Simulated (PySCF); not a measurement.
# H₄O₂, a complex of two parts: interaction energy

One table from this session's results is given with a row withheld; the runs are named, their logs left out.

Programs: PySCF 2.14.0. All values are calculated, for the isolated system unless a continuum is named. Atoms count from 0, parts from 1.

## The system as given

6 atoms, charge 0, multiplicity 1; geometry: GFN2-xTB. Parts: 1 = atoms 0–2, `O`, charge 0; 2 = atoms 3–5, `O`, charge 0.

Set-up of the first run:

The job: settings as JSON, then the geometry in Å.

```
{"job": {"xc": "PBE0", "basis": "def2-TZVPD", "d3": "d3bj", "grid": 3, "kind": "geom", "shake": 0.01}, "charge": 0, "multiplicity": 1, "parts": [{"atoms": "0-2", "charge": 0, "multiplicity": 1}, {"atoms": "3-5", "charge": 0, "multiplicity": 1}]}
O     -0.110045    -0.152985     0.272139
H     -0.724129    -0.201965    -0.489634
H      0.628625     0.351022    -0.029817
O     -1.417925     1.747953     1.933796
H     -1.528971     1.440729     2.834174
H     -1.013713     1.036111     1.451523
```

Launch:

```bash
OMP_NUM_THREADS=1 python cluster_run.py task.json out
```

One launch serves the whole session: the jobs run in the order shown.

Among the steps run: Geometry optimisation at PBE0-D3(BJ)/def2-TZVPD; Coupled-cluster interaction energy: CCSD(T) and MP2, 1.93 Å; Coupled-cluster interaction energy: CCSD(T) and MP2, 2.03 Å; Coupled-cluster interaction energy: CCSD(T) and MP2, 2.12 Å; Coupled-cluster interaction energy: CCSD(T) and MP2, 1.83 Å; Coupled-cluster interaction energy: CCSD(T) and MP2, 2.41 Å; Coupled-cluster interaction energy: CCSD(T) and MP2, 1.74 Å; Coupled-cluster interaction energy: CCSD(T) and MP2, 2.90 Å; Coupled-cluster interaction energy: CCSD(T) and MP2, 3.86 Å.

One of the session's tables, all rows but one given; the rest of the session is left out.

It belongs to the step «Coupled-cluster interaction energy: CCSD(T) and MP2, 3.86 Å». 

```
                 method  interaction energy (kcal/mol)
         HF/aug-cc-pVDZ                              ?
        MP2/aug-cc-pVDZ                          -0.96
       CCSD/aug-cc-pVDZ                          -0.95
    CCSD(T)/aug-cc-pVDZ                          -0.94
         HF/aug-cc-pVQZ                          -0.97
        MP2/aug-cc-pVQZ                          -0.97
    SCS-MP2/aug-cc-pVQZ                          -0.95
      MP2, extrapolated                          -0.97
CCSD(T), limit estimate                          -0.96
```

Estimate the missing values for HF/aug-cc-pVDZ.

As computed: interaction energy (kcal/mol): -0.98. In the column «interaction energy (kcal/mol)» it is the lowest.
